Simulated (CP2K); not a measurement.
**P4 (SMILES P12P3P1P23) at 3 levels**

Aim: a comparison of 3 runs (B3LYP/def2-SVPD, PBE0/def2-SVPD, wB97X/def2-SVPD) of P4. 

The results are computed with CP2K 2026.2.

1 further run of the same task is left out (it didn't finish).

### 1 The molecule

P4: 4 atoms, total charge 0, spin state singlet. As SMILES, `P12P3P1P23`. The shape is that of a PBE0-D4/def2-TZVP optimisation.

Bond lengths: P1–P2 2.184 Å, P1–P3 2.184 Å, P2–P3 2.184 Å, P1–P4 2.184 Å, P2–P4 2.184 Å, P3–P4 2.184 Å. Some angles: P1–P2–P3 60.0°, P1–P2–P4 60.0°, P3–P2–P4 60.0°, P2–P1–P3 60.0°, P2–P1–P4 60.0°, P3–P1–P4 60.0°, P1–P3–P2 60.0°, P1–P3–P4 60.0°, P2–P3–P4 60.0°, P1–P4–P2 60.0°.

### 2 The energy at B3LYP/def2-SVPD (run 1)

molecule.xyz reads:

```xyz
4

P     -0.724800    -0.100000     1.119400
P      1.294900     0.109800     0.315700
P     -0.185000    -1.091700    -0.749800
P     -0.385100     1.081900    -0.685200
```

mol.inp reads:

```
&GLOBAL
 PROJECT_NAME mol
 RUN_TYPE ENERGY
 PRINT_LEVEL MEDIUM
&END GLOBAL

&FORCE_EVAL
 METHOD QS
 &DFT
  BASIS_SET_FILE_NAME ./def2_svpd.basis
  POTENTIAL_FILE_NAME POTENTIAL
  CHARGE 0
  MULTIPLICITY 1
  &QS
   METHOD GAPW
   EPS_DEFAULT 1.0E-10
  &END QS
  # plane-wave cutoff in Ry
  &MGRID
   CUTOFF 280
   REL_CUTOFF 50
   NGRIDS 4
  &END MGRID
  # no periodic images
  &POISSON
   PERIODIC NONE
   POISSON_SOLVER MULTIPOLE
  &END POISSON
  &SCF
   SCF_GUESS ATOMIC
   EPS_SCF 1.0E-07
   MAX_SCF 80
   ADDED_MOS 5
   &DIAGONALIZATION
    ALGORITHM STANDARD
   &END DIAGONALIZATION
   &MIXING
    METHOD DIRECT_P_MIXING
    ALPHA 0.4
   &END MIXING
  &END SCF
  &XC
   &XC_FUNCTIONAL
    &HYB_GGA_XC_B3LYP
    &END HYB_GGA_XC_B3LYP
   &END XC_FUNCTIONAL
   # exact exchange
   &HF
    FRACTION 0.2
    &SCREENING
     EPS_SCHWARZ 1.0E-10
     SCREEN_ON_INITIAL_P F
    &END SCREENING
    &INTERACTION_POTENTIAL
     POTENTIAL_TYPE COULOMB
    &END INTERACTION_POTENTIAL
    &MEMORY
     MAX_MEMORY 1050
    &END MEMORY
   &END HF
  &END XC
  # extra output
  &PRINT
   &MOMENTS
    PERIODIC F
    REFERENCE COM
    MAX_MOMENT 1
   &END MOMENTS
   &MO ON
    ENERGIES T
    OCCUPATION_NUMBERS T
    NDIGITS 6
    &EACH
     QS_SCF 0
    &END EACH
    ADD_LAST NUMERIC
   &END MO
   &LOWDIN ON
   &END LOWDIN
   &HIRSHFELD OFF
   &END HIRSHFELD
  &END PRINT
 &END DFT
 &SUBSYS
  &CELL
   ABC [angstrom] 10.6 10.8 10.5
   PERIODIC NONE
  &END CELL
  &TOPOLOGY
   COORD_FILE_NAME molecule.xyz
   COORD_FILE_FORMAT XYZ
   &CENTER_COORDINATES
   &END CENTER_COORDINATES
  &END TOPOLOGY
  &KIND P
   BASIS_SET def2-SVPD
   POTENTIAL ALL
   LEBEDEV_GRID 194
   RADIAL_GRID 100
  &END KIND
 &END SUBSYS
&END FORCE_EVAL
```

Command:

```
$ OMP_NUM_THREADS=1 cp2k.psmp -i mol.inp > mol.out 2>&1
```

The log of the run:

```text
CP2K| version string:                                       CP2K version 2026.2
[...]
 GLOBAL| Method name                                                        CP2K
[...]
 GLOBAL| Run type                                                         ENERGY
[...]
 DFT| Spin restricted Kohn-Sham (RKS) calculation                            RKS
 DFT| Multiplicity                                                             1
[...]
 DFT| Charge                                                                   0
[...]
 FUNCTIONAL| HYB_GGA_XC_B3LYP:
[...]
 QS| Method:                                                                GAPW
[...]
 QS| Density cutoff [a.u.]:                                                140.0
[...]
 QS| Relative density cutoff [a.u.]:                                        25.0
[...]
                             - Atoms:                                          4
[...]
                             - Spherical basis functions:                     96
[...]
 Number of electrons:                                                         60
[...]
     1 P_Mix/Diag. 0.40E+00    3.6     0.20542250     -1365.9206042929 -1.37E+03
[...]
    13 DIIS/Diag.  0.10E-06    1.5     0.00000008     -1365.0977829899 -9.09E-13
  *** SCF run converged in    13 steps ***
[...]
  Overlap energy of the core charge distribution:               0.00000000376610
  Self energy of the core charge distribution:               -590.43095952672184
  Core Hamiltonian energy:                                   -774.31660719962110
  Hartree energy:                                              85.75805313302956
  Exchange-correlation energy:                                 -8.72802342658717
  Hartree-Fock Exchange energy:                               -18.09851541852770
[...]
                     Mulliken Population Analysis
 #  Atom  Element  Kind  Atomic population                           Net charge
       1     P        1         14.999957                              0.000043
       2     P        1         15.000125                             -0.000125
       3     P        1         14.999974                              0.000026
       4     P        1         14.999944                              0.000056
 # Total charge                             60.000000                 -0.000000
[...]
  Dipole moment [Debye]
    X= -0.2804273E-02 Y=  0.1917746E-04 Z= -0.7809902E-03  Total=      0.0029111
 ENERGY| Total FORCE_EVAL ( QS ) energy [hartree]          -1365.097782989927282
[...]
```

Wall time 22 s (1 thread of Arm Neoverse V2, shared host); peak memory 0.72 GiB.

### 3 A single-point energy at PBE0/def2-SVPD (run 2)

qs.inp reads:

```
&GLOBAL
   PROJECT qs
   RUN_TYPE ENERGY
   PRINT_LEVEL MEDIUM
&END
&FORCE_EVAL
   METHOD Quickstep
   &DFT
      BASIS_SET_FILE_NAME ./def2_svpd.basis
      POTENTIAL_FILE_NAME POTENTIAL
      CHARGE 0
      MULTIPLICITY 1
      # Quickstep
      &QS
         METHOD GAPW
         EPS_DEFAULT 1.0E-10
      &END
      # real-space grids
      &MGRID
         CUTOFF 280
         REL_CUTOFF 50
         NGRIDS 4
      &END
      &POISSON
         PERIODIC NONE
         POISSON_SOLVER MULTIPOLE
      &END
      # self-consistent field
      &SCF
         SCF_GUESS ATOMIC
         EPS_SCF 1.0E-06
         MAX_SCF 40
         &OT ON
            MINIMIZER CG
            PRECONDITIONER FULL_SINGLE_INVERSE
            LINESEARCH 3PNT
         &END
         &OUTER_SCF
            EPS_SCF 1.0E-06
            MAX_SCF 10
         &END
      &END
      # functional
      &XC
         &XC_FUNCTIONAL
            &HYB_GGA_XC_PBEH
            &END
         &END
         &HF
            FRACTION 0.25
            &SCREENING
               EPS_SCHWARZ 1.0E-10
               SCREEN_ON_INITIAL_P F
            &END
            &INTERACTION_POTENTIAL
               POTENTIAL_TYPE COULOMB
            &END
            &MEMORY
               MAX_MEMORY 1050
            &END
         &END
      &END
      # extra output
      &PRINT
         &MOMENTS
            PERIODIC F
            REFERENCE COM
            MAX_MOMENT 1
         &END
         &MO_CUBES
            NLUMO 1
            NHOMO -1
            WRITE_CUBE F
         &END
         &LOWDIN ON
         &END
         &HIRSHFELD OFF
         &END
      &END
   &END
   # atoms, cell and kinds
   &SUBSYS
      &CELL
         ABC [angstrom] 10.6 10.8 10.5
         PERIODIC NONE
      &END
      &COORD
         UNIT bohr
         P     -1.3696735    -0.1889726     2.1153594
         P      2.4470064     0.2074919     0.5965865
         P     -0.3495993    -2.0630140    -1.4169166
         P     -0.7277335     2.0444947    -1.2948403
      &END
      &TOPOLOGY
         &CENTER_COORDINATES
         &END
      &END
      &KIND P
         BASIS_SET def2-SVPD
         POTENTIAL ALL
         LEBEDEV_GRID 194
         RADIAL_GRID 100
      &END
   &END
&END
```

Command:

```
$ OMP_NUM_THREADS=1 cp2k.psmp -i qs.inp > qs.out 2>&1
```

The log of the run:

```text
CP2K| version string:                                       CP2K version 2026.2
[...]
 GLOBAL| Method name                                                        CP2K
[...]
 GLOBAL| Run type                                                         ENERGY
[...]
 DFT| Spin restricted Kohn-Sham (RKS) calculation                            RKS
 DFT| Multiplicity                                                             1
[...]
 DFT| Charge                                                                   0
[...]
 FUNCTIONAL| HYB_GGA_XC_PBEH:
[...]
 QS| Method:                                                                GAPW
[...]
 QS| Density cutoff [a.u.]:                                                140.0
[...]
 QS| Relative density cutoff [a.u.]:                                        25.0
[...]
                             - Atoms:                                          4
[...]
                             - Spherical basis functions:                     96
[...]
 Number of electrons:                                                         60
[...]
     1 OT CG       0.64E-01    4.2     0.88988133     -1318.3523909353 -1.32E+03
[...]
    22 OT CG       0.12E-02    1.3     0.00000099     -1364.5395618378 -2.11E-11
  *** SCF run converged in    22 steps ***
[...]
  Overlap energy of the core charge distribution:               0.00000000376610
  Self energy of the core charge distribution:               -590.43095952672184
  Core Hamiltonian energy:                                   -774.41316437943033
  Hartree energy:                                              85.80765406827258
  Exchange-correlation energy:                                 -8.23159424692322
  Hartree-Fock Exchange energy:                               -22.62454513245387
[...]
                     Mulliken Population Analysis
 #  Atom  Element  Kind  Atomic population                           Net charge
       1     P        1         14.999971                              0.000029
       2     P        1         15.000057                             -0.000057
       3     P        1         14.999996                              0.000004
       4     P        1         14.999976                              0.000024
 # Total charge                             60.000000                  0.000000
[...]
  Dipole moment [Debye]
    X= -0.1385365E-02 Y=  0.3185020E-05 Z= -0.2296018E-03  Total=      0.0014043
[...]
 HOMO - LUMO gap [eV] :    6.999947
 ENERGY| Total FORCE_EVAL ( QS ) energy [hartree]          -1364.539561837822703
[...]
```

It took 7.4 min on 1 thread of Arm Neoverse V2, shared host; peak memory 0.72 GiB.

### 4 A single-point energy at wB97X/def2-SVPD (run 3)

molecule.inp reads:

```
&GLOBAL
  PROJECT_NAME molecule
  RUN_TYPE ENERGY
  PRINT_LEVEL MEDIUM
&END

&FORCE_EVAL
  METHOD QUICKSTEP
  &DFT
    BASIS_SET_FILE_NAME ./def2_svpd.basis
    POTENTIAL_FILE_NAME POTENTIAL
    CHARGE 0
    MULTIPLICITY 1
    &QS
      METHOD GAPW
      EPS_DEFAULT 1.0E-10
    &END
    &MGRID
      CUTOFF 280
      REL_CUTOFF 50
      NGRIDS 4
    &END
    &POISSON
      PERIODIC NONE
      POISSON_SOLVER MULTIPOLE
    &END
    &SCF
      SCF_GUESS ATOMIC
      EPS_SCF 1.0E-07
      MAX_SCF 150
      ADDED_MOS 10
      &DIAGONALIZATION
        ALGORITHM STANDARD
      &END
      &MIXING
        METHOD DIRECT_P_MIXING
        ALPHA 0.4
      &END
    &END
    &XC
      &XC_FUNCTIONAL
        &HYB_GGA_XC_WB97X
        &END
      &END
      &HF
        FRACTION 1.0
        &SCREENING
          EPS_SCHWARZ 1.0E-10
          SCREEN_ON_INITIAL_P F
        &END
        &INTERACTION_POTENTIAL
          POTENTIAL_TYPE MIX_CL
          SCALE_COULOMB 0.157706
          SCALE_LONGRANGE 0.842294
          OMEGA 0.3
        &END
        &MEMORY
          MAX_MEMORY 1050
        &END
      &END
    &END
    &PRINT
      &MOMENTS
        PERIODIC F
        REFERENCE COM
        MAX_MOMENT 1
      &END
      &MO ON
        ENERGIES T
        OCCUPATION_NUMBERS T
        NDIGITS 6
        &EACH
          QS_SCF 0
        &END
        ADD_LAST NUMERIC
      &END
      &LOWDIN ON
      &END
      &HIRSHFELD OFF
      &END
    &END
  &END
  &SUBSYS
    &CELL
      ABC [angstrom] 10.6 10.8 10.5
      PERIODIC NONE
    &END
    &COORD
      P     -0.724800    -0.100000     1.119400
      P      1.294900     0.109800     0.315700
      P     -0.185000    -1.091700    -0.749800
      P     -0.385100     1.081900    -0.685200
    &END
    &TOPOLOGY
      &CENTER_COORDINATES
      &END
    &END
    &KIND P
      BASIS_SET def2-SVPD
      POTENTIAL ALL
      LEBEDEV_GRID 194
      RADIAL_GRID 100
    &END
  &END
&END
```

Command:

```
$ OMP_NUM_THREADS=1 cp2k.psmp -i molecule.inp -o molecule.out
```

The log of the run:

```text
CP2K| version string:                                       CP2K version 2026.2
[...]
 GLOBAL| Method name                                                        CP2K
[...]
 GLOBAL| Run type                                                         ENERGY
[...]
 DFT| Spin restricted Kohn-Sham (RKS) calculation                            RKS
 DFT| Multiplicity                                                             1
[...]
 DFT| Charge                                                                   0
[...]
 FUNCTIONAL| HYB_GGA_XC_WB97X:
[...]
 QS| Method:                                                                GAPW
[...]
 QS| Density cutoff [a.u.]:                                                140.0
[...]
 QS| Relative density cutoff [a.u.]:                                        25.0
[...]
                             - Atoms:                                          4
[...]
                             - Spherical basis functions:                     96
[...]
 Number of electrons:                                                         60
[...]
     1 P_Mix/Diag. 0.40E+00    3.4     0.22563392     -1365.8865909146 -1.37E+03
[...]
    15 DIIS/Diag.  0.42E-07    1.1     0.00000004     -1365.0138016183 -2.27E-13
  *** SCF run converged in    15 steps ***
[...]
  Overlap energy of the core charge distribution:               0.00000000376610
  Self energy of the core charge distribution:               -590.43095952672184
  Core Hamiltonian energy:                                   -774.41080523104290
  Hartree energy:                                              85.84827166793437
  Exchange-correlation energy:                                 -5.86852233309053
  Hartree-Fock Exchange energy:                               -22.30329239030046
[...]
                     Mulliken Population Analysis
 #  Atom  Element  Kind  Atomic population                           Net charge
       1     P        1         14.999940                              0.000060
       2     P        1         15.000460                             -0.000460
       3     P        1         14.999858                              0.000142
       4     P        1         14.999741                              0.000259
 # Total charge                             60.000000                 -0.000000
[...]
  Dipole moment [Debye]
    X= -0.3110016E-02 Y=  0.1327635E-03 Z= -0.7192122E-03  Total=      0.0031949
 ENERGY| Total FORCE_EVAL ( QS ) energy [hartree]          -1365.013801618348907
[...]
```

Run time: 20 s. Hardware: 1 thread of Arm Neoverse V2, shared host; peak memory 0.72 GiB.

### 5 The series

```
run            level  SCF convergence threshold  iteration cap   energy (Eh)  dipole moment (D)  HOMO energy (eV)  LUMO energy (eV)  wall time
  1  B3LYP/def2-SVPD                      1e-07             80  -1365.097783               0.00             -7.30             -0.72       22 s
  2   PBE0/def2-SVPD                      1e-06             40  -1364.539562               0.00             -7.60             -0.60    7.4 min
  3  wB97X/def2-SVPD                      1e-07            150  -1365.013802               0.00             -9.73              1.41       20 s
```

### 6 Results

| quantity | value |
| --- | --- |
| run 3: total energy | -1365.01380 Eh |
| run 3: dipole moment | 0.00 D |
| run 3: HOMO energy | -9.73 eV |
| run 3: LUMO energy | 1.41 eV |
| run 3: HOMO–LUMO gap | 11.14 eV |

What this shows: The HOMO–LUMO gap runs from 6.58 eV (B3LYP/def2-SVPD) to 11.14 eV (wB97X/def2-SVPD). Totals of different functionals can't be ranked against each other. All runs together took 8.1 min, the longest 7.4 min.
